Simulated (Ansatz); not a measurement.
Input for Ansatz (a quantum-chemistry and plane-wave program): R-wB97M-V/def2-TZVPP on difluoromethane (SMILES FCF), atoms moved off the minimum.

Ansatz 0.2 input:
```yaml
crystal:
  periodic: [false, false, false]
  atoms:
    - {symbol: F, position_ang: [-1.15626467, -0.54488888, -0.05130598]}
    - {symbol: C, position_ang: [-0.09733901, 0.53115918, -0.03067445]}
    - {symbol: F, position_ang: [1.12766926, -0.15167330, 0.08125505]}
    - {symbol: H, position_ang: [0.02782442, 1.08547200, 0.96479994]}
    - {symbol: H, position_ang: [-0.24780770, 1.26919332, -0.96013618]}
basis:
  gaussian:
    orbitals: def2-TZVPP
hamiltonian:
  xc: {name: wB97M-V}
scf: {lower_state_search: off}
output: {forces: true}
```

It printed:

```
WARN ansatz: RAYON_NUM_THREADS=1 ignored (pool sized by the plan → 1); use --threads N
Functional definition: wB97M-V
these checks for a lower state are left out or cut short: stability, starts, cluster_reference, orbital_swaps, neighbouring_geometries, increment
integrals: 0.04 GiB planned
610 factors; their error is unknown
integrals: 0.07 GiB planned
135 factors; integrals over basis functions are off by at most 1.2e-5 eV
mean field: 0.41 GiB planned
mean field evaluation 1: about -6501.5104 eV, gradient 3.3e1 eV
mean field evaluation 2: about -6501.0622 eV, gradient 4.1e1 eV
mean field evaluation 4: about -6503.1885 eV, gradient 1.1e0 eV
mean field evaluation 8: about -6503.1967 eV, gradient 6.2e-2 eV
mean field evaluation 16: about -6503.1967 eV, gradient 5.8e-5 eV
mean field -6503.19668836 eV, -238.9880702723 hartree, gradient 3.3e-6 eV, S^2 0.000000; 0 other end points of the search recorded, 0 dependent functions left out
the calculation of the forces begins
reference -6503.19671602 eV, -238.9880712885 hartree; 13, 13 occupied and 108, 108 virtual orbitals, 610 factors
Total energy: -6503.19671602 eV, -238.9880712885 hartree
Atom 0 at    -1.156265    -0.544889    -0.051306 Å, force     2.732719     3.259436     0.113146 eV/Å
Atom 1 at    -0.097339     0.531159    -0.030674 Å, force    -0.081623    -0.931080     0.972824 eV/Å
Atom 2 at     1.127669    -0.151673     0.081255 Å, force    -1.461701     0.556606    -1.539432 eV/Å
Atom 3 at     0.027824     1.085472     0.964800 Å, force    -1.737933    -0.600078    -1.400554 eV/Å
Atom 4 at    -0.247808     1.269193    -0.960136 Å, force     0.548538    -2.284885     1.854016 eV/Å
Dipole moment:     0.018419     0.506762    -0.025102 e Å
Checks for a lower state left out: stability, starts, cluster_reference, orbital_swaps, neighbouring_geometries, increment
```

The run converged.

Cost: very roughly 2.3 core-seconds.
